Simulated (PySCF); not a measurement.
Species: NH3.
InChI=1S/H3N/h1H3

Theory: PySCF 2.14.0, PBE0-D3(BJ)/def2-SVP geometry optimisation, gas phase.

Take the most abundant isotopes and a rigid rotor. 

Problem. What are A, B and C (cm⁻¹)?

Solution. Ia = 1.73, Ib = 1.73, Ic = 2.65 u·Å²; 505379 MHz·u·Å²/I gives 291800, 291761 and 190805 MHz, that is A = 9.73339, B = 9.73210, C = 6.36458 cm⁻¹.

Problem. What kind of rotor is it?

Solution. An oblate symmetric top, as the point group C3v requires two equal moments; the computed ones differ by 0.01 % because the geometry is symmetric only within the optimiser's tolerance: κ = (2 × 291761 − 291800 − 190805)/(291800 − 190805) = 1.00.

Problem. What does the inertial defect say?

Solution. Not planar: Δ = Ic − Ia − Ib = -0.82 u·Å². For a rigid frame Δ = −2 Σ m c², so Σ m c² = 0.41 u·Å² lies off the ab plane: 0.34 from hydrogen and 0.07 from heavier atoms. The atom farthest from that plane is 0.33 Å away.

Problem. Give the other two planar moments, Paa and Pbb, and the rms extents of the mass along the axes.

Solution. Paa = Σ m a² = (Ib + Ic − Ia)/2 = 1.32 and Pbb = Σ m b² = (Ia + Ic − Ib)/2 = 1.32 u·Å². With the mass M = 17.03 u, the rms extents √(P/M) along a, b and c are 0.28, 0.28, 0.15 Å.

Problem. Where do the R-branch lines fall?

Solution. The dipole of 1.79 D lies along the symmetry axis, so ΔK = 0 and J+1 ← J falls at 2B(J+1) for every K: 583.56 GHz, 1167.12 GHz, 1750.68 GHz, 2334.24 GHz, 2917.80 GHz for J = 0 to 4. Inversion tunnelling, which a rigid rotor lacks, splits the real lines of ammonia.

Problem. Estimate the classical rotational partition function at 200 K.

Solution. Point group C3v, symmetry number σ = 3; q = (√π/σ)·√((kT/h)³/(ABC)), k/h = 20836.6 MHz/K: 39.4 at 200 K.

Stationary, but not proved a minimum. No vibrational averaging or centrifugal distortion is included, and the geometry carries the error of its method.

Time: 2.0 s wall; peak memory 0.24 GiB. Hardware: one thread of an Arm Neoverse N1, shared host with 64 logical CPUs at a one-minute load of 18. This is the geometry optimisation.
